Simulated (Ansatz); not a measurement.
```xyz
5

C     0.0340   -0.0751    0.0025
F     0.7849    0.8154    0.7964
F     0.7849   -0.7605   -0.6936
F    -0.7330    0.7757   -0.8302
F    -0.8165   -0.7592    0.7873
```

RHF on singlet CF₄ was run in several spherical basis sets with Ansatz (development build ahead of 0.2.0).

**Question.** Rank the basis sets by the total energy that they give, lowest first, with the distance from the lowest.
A. 6-31G
B. def2-SVP
C. STO-3G
D. cc-pVDZ

**Answer.** D (0.00 eV), A (4.69 eV), B (10.13 eV), C (165.59 eV).

Totals follow the description of the cores as much as that of the bonds, so this order isn't one of quality for chemistry.
